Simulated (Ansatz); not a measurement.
Relaxation of Al₂ClH₂ (5 atoms, charge 0, multiplicity 2), to a largest force component of 0.02 eV/Å in at most 50 steps.

Method: Ansatz 0.2.0, UKS B3LYP/def2-SVP.

```xyz
5
Properties=species:S:1:pos:R:3
Al -1.450 -0.367 -0.419
Al 0.892 0.536 0.108
Cl 2.678 1.508 0.385
H -2.990 -0.696 -0.880
H 0.870 -0.982 0.807
```

Task: Where does it end, and by what steps?

Result: The forces met the threshold. After 9 steps the energy has fallen by 1.230 eV; Cl3 moved furthest, 0.87 Å.

| step | energy less start (eV) | largest force component (eV/Å) | accepted |
| --- | --- | --- | --- |
| 0 | 0.0000 | 1.300 | yes |
| 1 | -0.4604 | 0.737 | yes |
| 2 | -0.7438 | 0.826 | yes |
| 3 | -0.9584 | 0.899 | yes |
| 4 | -1.1399 | 0.433 | yes |
| 5 | -1.2141 | 0.137 | yes |
| 6 | -1.2277 | 0.079 | yes |
| 7 | -1.2290 | 0.020 | yes |
| 8 | -1.2294 | 0.052 | yes |
| 9 | -1.2301 | 0.014 | yes |

```xyz
5
Properties=species:S:1:pos:R:3
Al -1.321 -0.436 -1.035
Al 0.774 -0.066 0.403
Cl 1.911 1.701 0.027
H -2.841 -0.040 -0.713
H 1.477 -1.158 1.318
```

Time of the run: 36 s on 1 thread of Arm Neoverse V2 (shared host), peak memory 0.17 GiB.
